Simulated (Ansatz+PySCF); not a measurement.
A calculation with PySCF 2.14.0.

```python
from pyscf import gto, scf, cc

mol = gto.M(atom="""
Na 0.000000 0.000000 0.000000
Al 1.052640 1.403520 3.038720
""", basis='sto-3g', charge=0, spin=0)
mf = scf.UHF(mol)
mf.kernel()
mycc = cc.CCSD(mf, frozen=6).run()
et = mycc.ccsd_t()
print(mf.e_tot, mycc.e_corr, et, mycc.e_tot + et)
```

The script is written out from the run's settings.

The run gave:

```json
{
  "Converged": "yes",
  "Reference energy": "-398.47378 hartree",
  "CCSD correlation energy": "-0.13417 hartree",
  "Triples correction": "-0.00308 hartree",
  "Total energy": "-398.61103 hartree",
  "Spin squared of the determinant": "0.000"
}
```

This is not the lowest solution: another run reaches a determinant 1.72 eV lower. Caution: large amplitudes, a single reference is doubtful; another reference gives a lower total.
